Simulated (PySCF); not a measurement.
Species: 3,3,3-trifluoropropene, C3H3F3.
Bonds: C1–C2 (double), C2–C3, C3–F4, C3–F5, C3–F6. Hydrogens: H7, H8 on C1; H9 on C2.

The geometry is computed with GFN2-xTB (gas phase).

Task: What internal coordinates does the optimisation give?

Result: 
```json
{"bond": "C1=C2", "length (Å)": "1.319"}
{"bond": "C2–C3", "length (Å)": "1.498"}
{"bond": "C3–F4, C3–F5, C3–F6", "length (Å)": "1.343"}
{"bond": "C1–H7", "length (Å)": "1.076"}
{"bond": "C1–H8", "length (Å)": "1.077"}
{"bond": "C2–H9", "length (Å)": "1.079"}
```

Bonds in one row agree within 0.01 Å and their mean is given. A selection of angles:
```json
{"angle": "C2–C1–H7", "degrees": "121.2"}
{"angle": "C2–C1–H8", "degrees": "121.7"}
{"angle": "H7–C1–H8", "degrees": "117.1"}
{"angle": "C1–C2–C3", "degrees": "122.9"}
{"angle": "C1–C2–H9", "degrees": "123.8"}
{"angle": "C3–C2–H9", "degrees": "113.3"}
{"angle": "C2–C3–F4", "degrees": "113.7"}
{"angle": "C2–C3–F5", "degrees": "111.8"}
{"angle": "F4–C3–F5", "degrees": "106.6"}
{"angle": "F5–C3–F6", "degrees": "106.1"}
```

Dihedral angles: C1–C2–C3–F4 0° (synperiplanar).

Of the pairs four or more bonds apart, F4···H8 is among the closest relative to their van der Waals radii: 2.45 Å, 92 % of the sum of Bondi's values. The C–C distances run from 1.319 Å (C1=C2, drawn double) to 1.498 Å (C2–C3, drawn single), a spread of 0.179 Å.

Point group: Cs (tolerance 0.08 Å). Whether it is a minimum is left open (no frequencies).
